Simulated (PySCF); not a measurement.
Gas-phase reaction: SiH₃Cl = SiH₂Cl + H. Level: PBE0/def2-TZVP; standard pressure 1 bar.

Method: PySCF energies plus ideal-gas RRHO corrections (1 bar). Open shells (unrestricted): SiH₂Cl (multiplicity 2), H (multiplicity 2); the rest are closed-shell singlets. SiH₂Cl: computed as isolated molecules; such fragments, hydroxides, amides, oligomers or adducts are transient or little studied in the gas. The harmonic model lacks anharmonicity and excited electronic states, which grow with temperature; levels with a mode under 35 cm⁻¹ are left out.

```
T (K)  1000/T (1/K)  log10 K
-----  ------------  -------
500          2.0000   -31.19
600          1.6667   -24.82
800          1.2500   -16.84
1000         1.0000   -12.03
1200         0.8333    -8.82
1400         0.7143        ?
```

### Question
Fit log10 K = a + b·(1000/T) to the five rows, get the mean ΔH° and ΔS°, and predict log10 K at 1400 K.

### Answer
Means: 1000/T = 1.3500, log10 K = -18.740. Sums of products about the means: Sxy = -17.68220, Sxx = 0.922278, so b = Sxy/Sxx = -19.17 and a = -18.740 − (-19.17)×1.3500 = 7.14.
ΔH° = −R ln 10 × 1000 K × b = −19.145 × (-19.17) = 367 kJ; ΔS° = R ln 10 × a = 137 J/K. The run's own values go from 365 kJ and 133 J/K at 500 K to 369 kJ and 139 J/K at 1400 K.
Prediction at 1400 K: 7.14 + (-19.17)×0.7143 = -6.55. The computed value is -6.53, 0.02 from the line.
For scale, ΔH°(298 K) is 362 kJ at this level, 386 kJ at ωB97M-V/def2-TZVP†, and runs from 299 to 456 kJ over the 20 levels computed († marks an energy on the PBE0/def2-TZVP geometry).
